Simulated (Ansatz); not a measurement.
A calculation with Ansatz (development build ahead of 0.2.0).

```yaml
crystal:
  periodic: [false, false, false]
  atoms:
    - { symbol: Na, position_ang: [0.0, 0.0, 0.0] }
    - { symbol: H, position_ang: [0.0, 0.0, 3.366] }
    - { symbol: "N", position_ang: [0.0, 1.8513, -1.2963] }
basis:
  gaussian: { orbitals: pcseg-2 }
total_charge: -1
magnetization:
  initial_magnetization: 2
hamiltonian:
  xc: hf
```

The input is written out in the form of the current development build from the run's settings.

Results

```json
{
  "Converged": "yes",
  "Total energy": "-216.74488 hartree",
  "Spin squared of the determinant": "2.000",
  "Stability test": "minimum among restricted orbitals"
}
```

Caution: no diffuse functions for an anion; other spin multiplicities may lie lower.
